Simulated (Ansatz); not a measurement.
Input file for C8H18 (`CCC(C)(C)C(C)C`):

```yaml
crystal:
  periodic: [false, false, false]
  atoms:
    - {symbol: C, position_ang: [0.054938, -2.475766, 0.852189]}
    - {symbol: C, position_ang: [-0.090630, -1.332342, -0.140458]}
    - {symbol: C, position_ang: [0.093523, 0.081358, 0.432645]}
    - {symbol: C, position_ang: [-0.930090, 0.338895, 1.539763]}
    - {symbol: C, position_ang: [1.488874, 0.225002, 1.042704]}
    - {symbol: C, position_ang: [-0.083782, 1.155912, -0.676535]}
    - {symbol: C, position_ang: [0.951516, 1.076459, -1.793311]}
    - {symbol: C, position_ang: [-1.478181, 1.192218, -1.292712]}
    - {symbol: H, position_ang: [-0.681674, -2.415905, 1.656400]}
    - {symbol: H, position_ang: [1.046847, -2.497699, 1.308902]}
    - {symbol: H, position_ang: [-0.091453, -3.434801, 0.349765]}
    - {symbol: H, position_ang: [0.632992, -1.480468, -0.948447]}
    - {symbol: H, position_ang: [-1.081282, -1.397908, -0.601678]}
    - {symbol: H, position_ang: [-0.718212, -0.270261, 2.420778]}
    - {symbol: H, position_ang: [-0.902860, 1.386740, 1.853600]}
    - {symbol: H, position_ang: [-1.948896, 0.110077, 1.219945]}
    - {symbol: H, position_ang: [1.680965, 1.264596, 1.324759]}
    - {symbol: H, position_ang: [2.274607, -0.086432, 0.351173]}
    - {symbol: H, position_ang: [1.587619, -0.380728, 1.945755]}
    - {symbol: H, position_ang: [0.067180, 2.117220, -0.165777]}
    - {symbol: H, position_ang: [1.975664, 1.120083, -1.420330]}
    - {symbol: H, position_ang: [0.819577, 1.914135, -2.482865]}
    - {symbol: H, position_ang: [0.843438, 0.159711, -2.379062]}
    - {symbol: H, position_ang: [-2.263628, 1.320820, -0.546776]}
    - {symbol: H, position_ang: [-1.553493, 2.027934, -1.993065]}
    - {symbol: H, position_ang: [-1.693572, 0.281159, -1.857351]}
basis:
  gaussian: {orbitals: def2-TZVPP}
correlation: {method: ccsd_t}
```

```sh
$ ansatz run in.yaml --threads 6 --pin off --events-out ev --progress --plain --backend cuda
```

The program prints (abridged):

```
Functional definition: HF
2877 factors; integrals over basis functions are off by at most 9.4e-4 eV
mean field evaluation 1: about -8523.7064 eV, gradient 5.2e1 eV
mean field evaluation 2: about -8524.0624 eV, gradient 5.2e1 eV
mean field evaluation 4: about -8531.6896 eV, gradient 6.3e0 eV
mean field evaluation 8: about -8531.8199 eV, gradient 2.9e-1 eV
mean field -8531.82030113 eV, -313.5386129910 hartree, gradient 1.9e-6 eV, S^2 0.000000; 0 other end points of the search recorded, 0 dependent functions left out
8 core orbitals not correlated: weight in the atoms' cores, before any rotation towards them, 1.000 or more for the frozen orbitals, at most 0.000 for the correlated occupied ones
reference -8531.82030113 eV, -313.5386129910 hartree; 25, 25 occupied and 467, 467 virtual orbitals, 2877 factors
second order -38.96484385 eV of doubles, -0.00000000 eV of singles
cycle   1  -40.27008556 eV  change    -1.3e0 eV  update   1.2e-1
cycle   2  -41.20167777 eV  change   -9.3e-1 eV  update   3.2e-2
cycle   3  -41.33783481 eV  change   -1.4e-1 eV  update   1.2e-2
cycle   4  -41.33433846 eV  change    3.5e-3 eV  update   2.6e-3
cycle   5  -41.33520691 eV  change   -8.7e-4 eV  update   8.4e-4
cycle   6  -41.33550600 eV  change   -3.0e-4 eV  update   2.0e-4
cycle   7  -41.33547071 eV  change    3.5e-5 eV  update   5.8e-5
perturbative correction -1.66138925 eV, -0.0610549287 hartree
Total energy: -8574.81716109 eV, -315.1187184502 hartree
```

Hardware: 6 threads of an AMD EPYC 7R13 on a shared host and a share of an NVIDIA H100 80 GB. Wall time 31 s, peak host memory 2.8 GiB.

Correlation energy per correlated electron: -0.860 eV. T1 diagnostic: 0.0087.
